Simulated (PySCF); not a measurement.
Method: B3LYP-D3(BJ)/def2-TZVP // PBE0-D4/def2-TZVP in PySCF. Gas-phase values, no solvent. One relaxed conformer stands for a flexible species; it need not be the lowest. B3LYP has the VWN-RPA correlation part, as in Gaussian. 

Reference species (SMILES): `[SH]` (neutral, multiplicity 2).

```yaml
highest_occupied_spin_orbital: -7.17 eV
```

Changed species: `S[C](S)S` (radical fragment; the reference has radical fragment).

Predict the effect on the highest occupied spin orbital.

the highest occupied spin orbital rises by 2.37 eV, to -4.80 eV.
